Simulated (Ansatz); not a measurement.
Born–Oppenheimer molecular dynamics of BH6NS (9 atoms, charge 0, multiplicity 1). It starts at the highest image of a converged band, a first-order saddle point between two minima.

These are results of RKS PBE/def2-SVP (Ansatz 0.2.0), not measurements.

| Item | Value |
| --- | --- |
| ensemble | NVE (velocity Verlet) |
| time step | 0.5 fs |
| steps asked | 200 |
| starting velocities drawn for | 100 K |
| seed | 9238 |

First frame:

```xyz
9
Properties=species:S:1:pos:R:3
B -0.026 0.174 0.297
N -0.025 0.030 1.817
H -0.834 -0.433 2.242
H 0.838 -0.319 2.245
H 1.061 0.062 -0.242
H -1.019 -0.211 -0.295
S -0.246 2.384 0.340
H -1.607 2.409 0.405
H -0.141 1.578 1.602
```

Question: What does the run give?

Answer: All steps were run.

- steps done: 200
- time covered: 100 fs
- mean temperature over the second half: 565 K
- spread of the potential energy over the second half: 16.8 meV per atom
- mean potential energy of the second half above the start: -46.8 meV per atom

The conserved energy stayed within 0.39 meV per atom of its start (net change -0.19 meV per atom), so the integration is sound. The kinetic energy rose, since the run started high on the potential surface and went downhill. A run of 0.1 ps of so small a system gives no equilibrium averages. The orbitals stay closed-shell, which can raise the energy where a bond breaks towards radicals; this wasn't checked here.

Question: What happens to the structure?

Answer: Between its relaxed ends the band would form B1–S7, N2–H9 and break S7–H9. These pairs go: B1–S7 2.22 → 1.73 Å, N2–H9 1.57 → 1.06 Å, S7–H9 1.50 → 2.84 Å. In the last frame they stand as after the step (other bonds may differ from the relaxed reactants and products). It ends as one piece, BH6NS. Pairs count as bonded within 1.25 times the sum of covalent radii (0.12 Å more for H–H). Another seed would give other details.

Question: How do temperature and energy run in time?

Answer: 
```json
{"time (fs)": "0", "T (K)": "100", "potential energy less start (eV)": "0.000", "conserved less start (meV/atom)": "0.00"}
{"time (fs)": "8", "T (K)": "66", "potential energy less start (eV)": "0.031", "conserved less start (meV/atom)": "0.03"}
{"time (fs)": "16", "T (K)": "500", "potential energy less start (eV)": "-0.362", "conserved less start (meV/atom)": "-0.02"}
{"time (fs)": "24", "T (K)": "714", "potential energy less start (eV)": "-0.556", "conserved less start (meV/atom)": "-0.04"}
{"time (fs)": "32", "T (K)": "632", "potential energy less start (eV)": "-0.481", "conserved less start (meV/atom)": "0.08"}
{"time (fs)": "40", "T (K)": "475", "potential energy less start (eV)": "-0.341", "conserved less start (meV/atom)": "-0.21"}
{"time (fs)": "48", "T (K)": "737", "potential energy less start (eV)": "-0.577", "conserved less start (meV/atom)": "-0.13"}
{"time (fs)": "56", "T (K)": "765", "potential energy less start (eV)": "-0.603", "conserved less start (meV/atom)": "-0.12"}
{"time (fs)": "64", "T (K)": "336", "potential energy less start (eV)": "-0.214", "conserved less start (meV/atom)": "-0.04"}
{"time (fs)": "72", "T (K)": "370", "potential energy less start (eV)": "-0.245", "conserved less start (meV/atom)": "-0.04"}
{"time (fs)": "80", "T (K)": "555", "potential energy less start (eV)": "-0.413", "conserved less start (meV/atom)": "-0.14"}
{"time (fs)": "88", "T (K)": "681", "potential energy less start (eV)": "-0.527", "conserved less start (meV/atom)": "-0.08"}
{"time (fs)": "96", "T (K)": "587", "potential energy less start (eV)": "-0.442", "conserved less start (meV/atom)": "-0.15"}
```

The run took 6.3 min on 1 thread of Arm Neoverse V2, on a shared host, peak memory 0.13 GiB.
